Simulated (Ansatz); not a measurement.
in.yaml

```yaml
crystal:
  periodic: [false, false, false]
  atoms:
    - {symbol: B, position_ang: [0.000000, 0.000000, 0.000000]}
    - {symbol: Al, position_ang: [0.000000, 0.000000, 3.390000]}
basis:
  gaussian: {orbitals: "6-31G*", point_charges: [{charge: 0.50, position_ang: [3.061, 0.525, -0.165]}]}
correlation: {active_space: {window: {electrons: 4, orbitals: 2}, fixed_orbitals: true}}
accuracy: high
```

```sh
$ ansatz run in.yaml --threads 1 --pin off --events-out ev --progress --plain --max-ram 2393MiB
```

Log:

```
565 factors; integrals over basis functions are off by at most 3.0e-9 eV
mean field evaluation 1: about -7247.5990 eV, gradient 4.2e0 eV
mean field evaluation 2: about -7247.5992 eV, gradient 4.2e0 eV
mean field evaluation 4: about -7247.8150 eV, gradient 5.4e-1 eV
mean field evaluation 8: about -7247.8219 eV, gradient 1.9e-2 eV
mean field evaluation 16: about -7247.6995 eV, gradient 1.5e0 eV
mean field evaluation 32: about -7247.7534 eV, gradient 1.0e0 eV
mean field evaluation 64: about -7247.0110 eV, gradient 1.5e0 eV
mean field -7247.82191593 eV, -266.3525426604 hartree, gradient 3.4e-8 eV, S^2 0.000000; 8 other end points of the search recorded, 0 dependent functions left out
reference -7247.82191593 eV, -266.3525426604 hartree; 9, 9 occupied and 25, 25 virtual orbitals, 565 factors
state -7247.82191593 eV, -266.3525426604 hartree
Total energy: -7247.82191593 eV, -266.3525426604 hartree
```

Ran on 1 thread of Arm Neoverse V1, shared host: 0.42 s wall, 0.15 GiB peak host memory.
